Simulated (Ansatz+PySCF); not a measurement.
# singlet Si2H6: levels of theory in one basis

```json
{"atom": "Si", "x (Å)": "0.0000", "y (Å)": "0.0000", "z (Å)": "-1.0794"}
{"atom": "Si", "x (Å)": "0.0000", "y (Å)": "0.0000", "z (Å)": "1.0794"}
{"atom": "H", "x (Å)": "0.0000", "y (Å)": "-1.2913", "z (Å)": "-1.5545"}
{"atom": "H", "x (Å)": "-1.1183", "y (Å)": "0.6456", "z (Å)": "-1.5545"}
{"atom": "H", "x (Å)": "1.1183", "y (Å)": "0.6456", "z (Å)": "-1.5545"}
{"atom": "H", "x (Å)": "0.0000", "y (Å)": "1.2913", "z (Å)": "1.5545"}
{"atom": "H", "x (Å)": "-1.1183", "y (Å)": "-0.6456", "z (Å)": "1.5545"}
{"atom": "H", "x (Å)": "1.1183", "y (Å)": "-0.6456", "z (Å)": "1.5545"}
```

Basis set: def2-SVP (spherical functions). Frozen core: 10 orbitals. Charge 0, multiplicity 1.

Computed with Ansatz (development build ahead of 0.2.0); each method stands on the lowest determinant of its kind that the runs found. NEVPT2 correlates all electrons. Active spaces start from the frontier orbitals, and the lowest solution found is given.

```
        method  E − E(RHF) (eV)  <S²> of the determinant
           RHF             0.00                     0.00
       RHF-MP2            -5.87                        –
      RHF-CCSD            -7.21                        –
   RHF-CCSD(T)            -7.36                        –
SC-NEVPT2(2,2)            -6.30                        –
```

What does CASSCF(2,2) give on the same scale?

-0.18 eV.

Is a single determinant a sound starting point here?

By this sign, yes. Unrestricted orbitals gain 0.00 eV and <S²> is 0.00 against 0.00 for a pure state. The CASSCF(2,2) natural occupations are 1.99, 0.01.
